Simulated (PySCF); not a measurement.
Isomers of C4H5Cl, mass 88.008 u with the commonest isotopes. Computed with PySCF 2.14.0, PBE0-D3(BJ)/def2-SVP geometry optimisation, gas phase. One conformer each, none proved a minimum here; rigid rotors.

Task: Order these by rotational constant C, largest first.
A. `[CH:1]#[C:2][CH2:3][CH2:4][Cl:5]` with C2–C3–C4–Cl5 180°
B. `[C@H]1(Cl)C(C1)=C`
C. `[Cl:1][CH2:2][CH:3]1[CH:4]=[CH:5]1` with Cl1–C2–C3–C4 -142°
D. `C[C@H]1C=C1Cl`

Result: B (2211 MHz), D (2037 MHz), C (1964 MHz), A (1437 MHz).

Task: Order these by radius of gyration √(Σ m r²/M), smallest first.
A. `C[C@H]1C=C1Cl`
B. `C=C1C[C@H]1Cl`
C. `[Cl:1][CH2:2][CH:3]1[CH:4]=[CH:5]1` with Cl1–C2–C3–C4 -142°
D. `[CH:1]#[C:2][CH2:3][CH2:4][Cl:5]` with C2–C3–C4–Cl5 180°

Result: B (1.647 Å), A (1.708 Å), C (1.738 Å), D (2.008 Å).

Task: Order these by rotational constant B, smallest first.
A. `[CH:1]#[C:2][CH2:3][CH2:4][Cl:5]` with C2–C3–C4–Cl5 180°
B. `[Cl:1][CH2:2][CH:3]1[CH:4]=[CH:5]1` with Cl1–C2–C3–C4 -142°
C. `C[C@H]1C=C1Cl`
D. `C=C1C[C@H]1Cl`

Result: A (1490 MHz), B (2136 MHz), C (2386 MHz), D (2680 MHz).

```csv
SMILES,point group,Ia (u·Å²),Ib (u·Å²),Ic (u·Å²),κ,μa (D),μb (D),μc (D)
C=C1C[C@H]1Cl,C1,60.41,188.59,228.61,-0.85,1.49,0.73,0.43
C#CCCCl,Cs,18.87,339.24,351.76,-1.00,1.26,0.38,0.00
ClCC1C=C1,C1,37.54,236.59,257.35,-0.97,2.19,0.69,0.39
C[C@H]1C=C1Cl,C1,53.69,211.79,248.10,-0.91,0.83,0.44,0.14
```
